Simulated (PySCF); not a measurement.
benzene cation (C6H6), SMILES c1ccccc1 (connectivity only; charge and spin as stated), charge +1, multiplicity 2.

Geometry: r2SCAN-D4/def2-SVP. The spin state was assumed, not searched.

Calculation: PBE/def2-TZVP (PySCF).

Isolated molecule, no solvent.

* **total energy**: -231.68441 hartree
* **point group**: D2h
* **α spin, highest occupied and lowest empty level**: -12.53 and -8.02 eV
* **β spin, highest occupied and lowest empty level**: -12.40 and -11.89 eV
* **dipole moment about the centre of nuclear charge**: 0.00 D
* **mean static polarisability**: 60.0 bohr³ (8.90 Å³)
* **polarisability, principal values**: 32.9, 70.5, 76.7 bohr³
* **⟨S²⟩**: 0.758 (pure state 0.75)
